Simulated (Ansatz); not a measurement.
hcp Os, treated with PBEsol in Ansatz (plane waves, PAW).

A perfect cell of 2 atoms has -22502.1259 eV. A cell of 36 sites with one atom taken out, atoms relaxed at the host's volume, has -393783.8062 eV. Energies are extrapolated to zero smearing.

Defect cell: Numerical settings: plane-wave cutoff 500 eV, 5×5×5 k mesh, Fermi–Dirac smearing 0.1 eV, cell of 36 sites, scalar-relativistic PAW data made under PBE.

Perfect cell: Numerical settings: plane-wave cutoff 500 eV, 15×15×10 k mesh (along the axes of the cell as run), Fermi–Dirac smearing 0.1 eV, scalar-relativistic PAW data made under PBE.

### Question
Work out the vacancy formation energy, and the share of vacant sites at 2600 K if the formation entropy is left out.

### Answer
E_f = E(35) − 35 × E_bulk per atom = -393783.8062 − 35 × (-22502.1259/2) = 3.40 eV. With k_B T = 0.22405 eV, exp(−3.40/0.22405) = 3e-07. Before relaxation the value is 3.44 eV.

The cell is finite, so the vacancy feels its images.

Note: energies are extrapolated to zero smearing, and mesh and cell size move such values by some hundredths of an eV or more.

Ansatz is a program for electronic structure.
